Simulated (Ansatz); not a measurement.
## Molecular dynamics of H6NSi2

input.yaml

```yaml
crystal:
  periodic: [false, false, false]
  atoms:
    - { symbol: Si, position_ang: [-1.253397, 0.9793, -0.81862] }
    - { symbol: "N", position_ang: [0.31657, 0.533789, -0.180104] }
    - { symbol: Si, position_ang: [0.627019, -0.844569, 0.859883] }
    - { symbol: H, position_ang: [-1.73085, -0.247702, -1.442206] }
    - { symbol: H, position_ang: [-0.95268, 1.905603, -1.903863] }
    - { symbol: H, position_ang: [0.933062, 1.342336, 0.031275] }
    - { symbol: H, position_ang: [2.029502, -1.184901, 0.795482] }
    - { symbol: H, position_ang: [-0.181322, -1.942882, 0.392393] }
    - { symbol: H, position_ang: [0.300596, -0.587374, 2.24876] }
magnetization:
  spin_polarized: true
  initial_magnetization: 1
basis:
  gaussian: { orbitals: STO-3G }
hamiltonian:
  xc: r2scanh
  dispersion: d4
md:
  timestep: 1.0
  n_steps: 188
  ensemble: nvt_nose_hoover
  temperature: 400.0
  initial_velocities: maxwell_boltzmann
  seed: 566235
```

Command:

```bash
$ ansatz run input.yaml --threads 1 --pin off --max-ram 2048MiB --backend cpu --events-out ev --progress --plain --runs-dir out
```

It starts from a relaxed structure.

Output, in part (step lines, the closing report, with atoms numbered from 0):

```
md step     0: t =     0.00 fs  T =   400.0 K  F+E_penalty+E_count = -17137.66128943 eV  E_kin = 0.361928 eV  conserved = -17137.29936143 eV  (26 SCF iters)
[... lines left out ...]
Total energy: -17137.42193372 eV, -629.7886399023 hartree
Atom 0 at    -1.245797     0.961846    -0.837031 Å, force    -0.014491     1.549157     0.112744 eV/Å
Atom 1 at     0.309618     0.596717    -0.122190 Å, force     0.121761    -0.707807    -0.583174 eV/Å
Atom 2 at     0.625987    -0.867108     0.850097 Å, force     0.250112     1.878389     0.124392 eV/Å
Atom 3 at    -1.675260    -0.278132    -1.392298 Å, force    -0.147775    -0.674650    -0.466090 eV/Å
Atom 4 at    -1.134677     1.977687    -1.951395 Å, force     0.316265    -0.964418     0.784301 eV/Å
Atom 5 at     1.002888     1.369244    -0.029871 Å, force    -0.271407    -0.327745     0.167451 eV/Å
Atom 6 at     2.022413    -1.273899     0.701994 Å, force    -0.493819    -0.159673    -0.123268 eV/Å
Atom 7 at    -0.372714    -1.865520     0.555902 Å, force     0.192169    -0.079592    -0.133870 eV/Å
Atom 8 at     0.469252    -0.404440     2.218373 Å, force     0.047185    -0.513660     0.117514 eV/Å
Dipole moment:     0.147671    -0.032517     0.164315 e Å
```

The steps, from the saved trajectory:

```tsv
time (fs)	T (K)	potential energy less start (eV)	conserved less start (meV/atom)
0.0	400	0.000	0.00
6.0	239	0.149	0.32
12.0	242	0.146	0.24
18.0	307	0.089	0.28
24.0	270	0.128	0.50
30.0	211	0.183	0.46
36.0	182	0.215	0.80
42.0	226	0.181	0.82
48.0	171	0.238	1.07
54.0	99	0.310	1.23
60.0	179	0.245	1.26
66.0	129	0.300	1.40
72.0	130	0.307	1.41
78.0	160	0.290	1.37
84.0	164	0.296	1.28
90.0	232	0.245	1.16
96.0	232	0.256	0.96
102.0	261	0.241	0.86
108.0	324	0.195	0.66
114.0	348	0.183	0.47
120.0	370	0.178	0.53
126.0	377	0.180	0.26
132.0	444	0.132	0.33
138.0	433	0.154	0.34
144.0	347	0.243	0.45
150.0	408	0.198	0.71
156.0	438	0.182	0.68
162.0	272	0.344	1.14
168.0	306	0.322	1.25
174.0	324	0.317	1.62
180.0	250	0.392	1.72
186.0	148	0.494	2.10
```

The run went to its last step. The conserved energy stayed within 2.1 meV per atom of its start (net change 0.47 meV per atom), so the integration is sound. The mean temperature of the second half is 26 % below the set value. A run of 0.19 ps of so small a system gives no equilibrium averages. Limits of this set-up: minimal basis.

The same pairs are bonded in the first frame and the last. Pairs count as bonded within 1.25 times the sum of covalent radii (0.12 Å more for H–H).

Last frame:

```xyz
9
Properties=species:S:1:pos:R:3
Si -1.246 0.962 -0.837
N 0.310 0.597 -0.122
Si 0.626 -0.867 0.850
H -1.675 -0.278 -1.392
H -1.135 1.978 -1.951
H 1.003 1.369 -0.030
H 2.022 -1.274 0.702
H -0.373 -1.865 0.556
H 0.469 -0.404 2.218
```

Run time: 10 min on 1 thread of Intel(R) Xeon(R) Platinum 8375C CPU @ 2.90GHz (Ice Lake), with other jobs on the host, peak memory 0.17 GiB.
